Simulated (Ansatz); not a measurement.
bcc Li, treated with PBE0 in Ansatz (plane waves, PAW).

Settings: plane-wave cutoff 460 eV, 14×14×14 k mesh, Fermi–Dirac smearing 0.05 eV, scalar-relativistic PAW data made under PBE.

Cell (relaxed at this level):

```cif
data_Li2
_chemical_formula_sum 'Li2'
_space_group_name_H-M_alt 'Im-3m'
_space_group_IT_number 229
_space_group_name_Hall '-I 4 2 3'
_cell_length_a 3.46410
_cell_length_b 3.46410
_cell_length_c 3.46410
_cell_angle_alpha 90.000
_cell_angle_beta 90.000
_cell_angle_gamma 90.000
loop_
_atom_site_label
_atom_site_type_symbol
_atom_site_symmetry_multiplicity
_atom_site_Wyckoff_symbol
_atom_site_fract_x
_atom_site_fract_y
_atom_site_fract_z
_atom_site_occupancy
Li1 Li 2 a 0.00000 0.00000 0.00000 1
```
(The calculation used a cell of 1 atom; values per cell refer to that cell.)

Question: Give the computed bulk modulus and pressure derivative B′ of the bulk modulus.

Answer: 
* **bulk modulus**: 13.3 GPa
* **pressure derivative B′ of the bulk modulus**: 3.4

Measured, for comparison: bulk modulus 13.8 GPa (corrected for temperature and zero-point phonon effects, our sources range from 13.1 to 13.9; as tabulated in Levämäki et al. (2014), arXiv:1402.3671). Computed (rounded) less measured: bulk modulus -4 % (inside the range of the sources held).

The computed numbers hold no vibrational or temperature effects.

Computing time: about 14 core-minutes (a rough figure).

Ansatz is an electronic-structure program.
